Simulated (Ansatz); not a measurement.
**CH3Si+ (singlet): from Hartree-Fock to the top rungs, cc-pVDZ**

The task here is to estimate one member of a computed series from the others.

Computed with Ansatz 0.2.0, Gaussian basis. Level: cc-pVDZ, core rule «outside noble gas», up to 6 orbitals frozen.

The runs, in order: UHF; CCSD(T) on RHF; CCSD(T) on UHF; BCCD(T) on RHF; CISD; CCSDT(Q) on RHF; CCSDT(Q) on UHF.

21 further runs of the same task are left out: 7 that didn't finish, 14 set aside as unsound or not needed.

## What is computed

The geometry is a PBE0/def2-TZVP stationary point (not a proven minimum) of the parent state, kept for this charge and spin.

5 atoms, charge 1, spin multiplicity 1.

Atoms are counted from 1 here; the program's logs count them from 0.

Bond lengths: Si1–C2 1.705 Å, Si1–H3 1.496 Å, C2–H4 1.087 Å, C2–H5 1.083 Å. Angles: C2–Si1–H3 121.5°, Si1–C2–H4 120.3°, Si1–C2–H5 123.6°, H4–C2–H5 116.1°.

The first run:

The input, in.yaml:

```yaml
crystal:
  periodic: [false, false, false]
  atoms:
    - {symbol: Si, position_ang: [0.000000, -0.089015, 0.556798]}
    - {symbol: C, position_ang: [0.000000, 0.088130, -1.138555]}
    - {symbol: H, position_ang: [0.000000, 1.098328, 1.467598]}
    - {symbol: H, position_ang: [0.000000, 1.078590, -1.586971]}
    - {symbol: H, position_ang: [0.000000, -0.746740, -1.828263]}
basis:
  gaussian: {orbitals: cc-pVDZ}
total_charge: 1
magnetization: {spin_polarized: true, initial_magnetization: 0}
hamiltonian: {xc: hf}
output: {orbitals: {seedname: orbitals}}
```

Run with:

```bash
$ ansatz run in.yaml --threads 1 --pin off --events-out ev --progress --plain --max-ram 2393MiB
```

Among the steps run: UHF; CCSD(T) on RHF; CCSD(T) on UHF; BCCD(T) on RHF; CISD; CCSDT(Q) on RHF; CCSDT(Q) on UHF.

One table of the session follows, with a row left open; its other results are not shown here.

| method | from RCCSDT(Q) (kcal/mol) |
| --- | --- |
| RHF | +166.71 |
| UHF | +125.36 |
| RMP2 | +27.48 |
| UMP2 | +18.81 |
| CISD | ? |
| RCCSD | +8.35 |
| UCCSD | -2.28 |
| RCCSD(T) | +1.34 |
| UCCSD(T) | -5.68 |
| BCCD(T) | +1.39 |
| RCCSDT | +0.65 |
| UCCSDT | -8.41 |
| RCCSDT(Q) | 0 |
| UCCSDT(Q) | -9.61 |

**Question.** Estimate the row for CISD.

**Answer.** from RCCSDT(Q) (kcal/mol): +22.14. In the column «from RCCSDT(Q) (kcal/mol)» it lies between UMP2 (+18.81) and RMP2 (+27.48).

The program flags UCCSD(T), UCCSDT(Q) as in doubt (see the logs), so those rows may rest on another solution; read them beside their warnings.

Caveats from the session: The determinant is far from a pure spin state, so its energy mixes those of several spin states (harmless only where they are near-degenerate, as at dissociation). The program flags UCCSD(T), UCCSDT(Q) as in doubt, so those rows may rest on another solution; read them beside their warnings. Warnings: restricted reference is unstable; spin contamination; large T1 diagnostic. Restricted and unrestricted rows rest on different reference determinants; where their highest levels disagree by more than a few hundredths of an eV, they describe different states and don't form one ladder.
